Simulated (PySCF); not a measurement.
Compound: C₆H₉ (doublet state).
Geometry (GFN2-xTB, Å), atoms numbered from 1 in this order:
```
atom  x, y, z in Å
C1     3.0121    0.4203   -0.1163
C2     1.6821   -0.0001   -0.5057
C3     0.5959   -0.3558   -0.8685
C4    -0.7652   -0.7694   -1.2032
C5    -1.6015   -0.7044    0.0231
C6    -2.2810    0.5467    0.4171
H7     3.7577   -0.2393   -0.5602
H8     3.1975    1.4399   -0.4543
H9     3.1107    0.3849    0.9688
H10   -1.1548   -0.1006   -1.9770
H11   -0.7285   -1.7896   -1.6008
H12   -1.4675   -1.4728    0.7663
H13   -3.1358    0.3388    1.0606
H14   -2.6177    1.1017   -0.4586
H15   -1.6085    1.2076    0.9810
```

The hyperfine couplings belong to this conformer and change with its torsions.

The species is `CC#CC[CH]C` [radical].

Method: UKS B3LYP, pcH-1 on C H, non-relativistic, mean-field spin-orbit, GIAO in PySCF. Isolated species at its GFN2-xTB geometry (one conformer only). GFN2-xTB frequencies show an imaginary mode (21i cm⁻¹), so this geometry is no minimum at that level. Couplings are sensitive to structure, and on GFN2-xTB geometries they can be far from those on DFT ones. No stability test was run, so a lower SCF solution isn't excluded.

Principal values of hyperfine tensors in MHz (contact and dipolar terms together), for some of the nuclei:

| atom | isotope | A1 | A2 | A3 |
| --- | --- | --- | --- | --- |
| H15 | 1H | 149.93 | 152.21 | 163.41 |
| C5 | 13C | 28.98 | 29.77 | 273.63 |
| C3 | 13C | 91.62 | 94.12 | 105.70 |
| H12 | 1H | -95.84 | -58.73 | -18.10 |
| H13 | 1H | 39.86 | 40.21 | 54.51 |
| H11 | 1H | 38.16 | 38.88 | 53.44 |
| C6 | 13C | -33.90 | -32.00 | -28.94 |
| C4 | 13C | -26.84 | -24.67 | -22.13 |

Question: Split each tensor into its isotropic and traceless parts, and turn a_iso into mT with g = 2.0026.

Answer: a_iso is a third of the trace, T = A − a_iso, and a(mT) = a(MHz)/(g × 13.996).

| atom | a_iso (MHz) | a_iso (mT) | T1 | T2 | T3 |
| --- | --- | --- | --- | --- | --- |
| H15 | 155.19 | 5.537 | -5.25 | -2.97 | 8.22 |
| C5 | 110.79 | 3.953 | -81.81 | -81.02 | 162.83 |
| C3 | 97.15 | 3.466 | -5.52 | -3.02 | 8.55 |
| H12 | -57.55 | -2.053 | -38.28 | -1.18 | 39.46 |
| H13 | 44.86 | 1.600 | -5.00 | -4.65 | 9.65 |
| H11 | 43.49 | 1.552 | -5.34 | -4.61 | 9.95 |
| C6 | -31.61 | -1.128 | -2.29 | -0.38 | 2.68 |
| C4 | -24.55 | -0.876 | -2.30 | -0.12 | 2.42 |

Question: What spin density at the nucleus of C4 lies behind its contact coupling (g_N = 1.40482)?

Answer: a_FC = 800.24 MHz bohr³ × g_N × ρ(0)/(2S). With a_FC = -24.55 MHz and 2S = 1, ρ(0) = -0.02184 bohr⁻³.

Question: H14 (1H, g_N = 5.58569) isn't in the table. Its spin density at the nucleus is 0.006476 bohr⁻³. What is its contact coupling?

Answer: By the same relation, a_FC = 28.9 MHz. Its full tensor has the principal values 24.03, 24.66, 38.14 MHz.

Question: Which nucleus of the table has the largest anisotropic coupling, and what is its form?

Answer: C5: -81.8, -81.0, 162.8 MHz, axial, in the ratio −1:−1:+2, the form that spin in one p orbital centred on that nucleus gives.

Question: What first-order splitting does H15 cause when the field lies along A1, A2 or A3 of its tensor (g taken as isotropic, no quadrupole term)?

Answer: 2 lines (I = 1/2), spaced by |A_i|/(g × 13.996): 5.35, 5.43, 5.83 mT along the axes of A1, A2 and A3.
